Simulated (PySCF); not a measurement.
## Frontier levels across methods

C4H7F.
Z-matrix (Å and degrees, PBE0-D3(BJ)/def2-SVP geometry), rows numbered from 1:
```
C 
C   1  1.4912
C   2  1.3341  1  125.06
C   3  1.4846  2  128.11  1   179.60
F   3  1.3458  2  119.86  1    -0.24
H   1  1.0982  2  111.19  3     1.72
H   1  1.1025  2  111.27  3   122.44
H   1  1.1030  2  111.23  3  -118.79
H   2  1.0936  1  118.56  3   179.85
H   4  1.1019  3  110.41  2   122.42
H   4  1.0972  3  111.04  2     1.55
H   4  1.1022  3  110.49  2  -119.30
```

Basis pcSseg-2 throughout (PySCF), one geometry. Geometry: PBE0-D3(BJ)/def2-SVP; no solvent, vibrations or thermal averaging.

Question: How do the orbital energies, the gap and the dipole change with the method?

Answer: 
```tsv
method	kind	HOMO (eV)	LUMO (eV)	gap (eV)	μ (D)	SCF cycles
BLYP	GGA	-5.54	-0.20	5.34	1.32	15
OPBE	GGA	-5.61	-0.20	5.41	1.26	15
B97-D	GGA	-5.62	-0.21	5.41	1.31	14
PBE	GGA	-5.66	-0.30	5.36	1.30	14
KT2	GGA	-5.68	-0.26	5.42	1.31	15
KT3	GGA	-5.71	-0.28	5.43	1.31	15
BP86	GGA	-5.75	-0.38	5.37	1.30	15
LDA	LDA	-5.81	-0.50	5.31	1.35	15
B97-2	global hybrid	-6.59	0.65	7.24	1.39	14
B3LYP	global hybrid	-6.65	0.33	6.98	1.41	14
PBE0	global hybrid	-6.84	0.64	7.48	1.40	14
mPW1PW91	global hybrid	-6.87	0.60	7.47	1.41	14
BHandHLYP	global hybrid	-7.91	1.10	9.01	1.52	12
CAM-B3LYP	range-separated hybrid	-8.19	1.27	9.46	1.47	12
wB97X-D	range-separated hybrid	-8.67	2.32	10.99	1.42	12
HF	Hartree–Fock	-9.45	2.64	12.09	1.60	11
LC-wPBE	range-separated hybrid	-9.53	2.39	11.92	1.46	13
```

The HOMO spans 3.99 eV, from BLYP down to LC-wPBE, and the gap runs from 5.31 eV (LDA) to 12.09 eV (HF). Over the methods BLYP (0 %), OPBE (0 %), B97-D (0 %), PBE (0 %), KT2 (0 %), KT3 (0 %), BP86 (0 %), LDA (0 %), B97-2 (21 %), B3LYP (20 %), PBE0 (25 %), mPW1PW91 (25 %), BHandHLYP (50 %), HF (100 %), a straight line through the gap against the share of exact exchange rises by 0.69 eV for each 10 % (correlation coefficient 0.996). The dipole ranges from 1.26 D (OPBE) to 1.60 D (HF). This basis has no diffuse functions.

The vertical ΔSCF ionisation energy at CAM-B3LYP/def2-SVPD is 9.18 eV; −ε(HOMO) comes closest to it with HF (9.45 eV).
